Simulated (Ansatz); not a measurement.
# A cut through the energy surface

SiH$_{4}$O$_{2}$ (SMILES O[SiH2]O), closed shell, at its PBE0-D4/def2-TZVP minimum:

O1  (-1.411, -0.129, 0.265)
Si2  (0.120, 0.408, 0.014)
O3  (1.188, -0.793, -0.322)
H4  (-1.873, -0.521, -0.478)
H5  (0.197, 1.293, -1.171)
H6  (0.464, 1.102, 1.277)
H7  (1.376, -1.429, 0.369)
(Å)

The angle H5–Si2–O3 (103.8° at the minimum) is set to the values below, H5, with anything bonded beyond it, turning rigidly in the plane of the angle. Each method's energies count from its own value at the PBE0-D4 minimum structure. Ansatz 0.2.0; basis: def2-TZVPP; cores frozen in the correlated methods.

CCSD(T) energies along the scan:
```tsv
angle (°)	CCSD(T) (kJ/mol)
73.8	89.2
81.3	48.2
88.8	20.7
96.3	5.1
103.8	0.0
111.3	4.5
118.8	17.9
126.3	40.0
133.8	70.6
```
They count from the CCSD(T) energy at the PBE0-D4 minimum.

Minimum and curvature along this coordinate at CCSD(T): A fifth-order fit through the nearest points gives 103.9°, with a curvature of about 1.8 meV/deg².

Largest difference from the CCSD(T) curve over the scan: PBE-D4 9.0; wB97M-V 2.0; MP2 1.4 kJ/mol. Each curve counts from its own value at the minimum.

T1 diagnostic: at most 0.013.

For scale, one of the runs: CCSD(T)/def2-TZVPP, 160 basis functions (an equivalent command: `ansatz run in.yaml --threads 2`). The run took 19 s on 2 CPU threads (shared host), with 1.2 GiB of host memory at its peak.
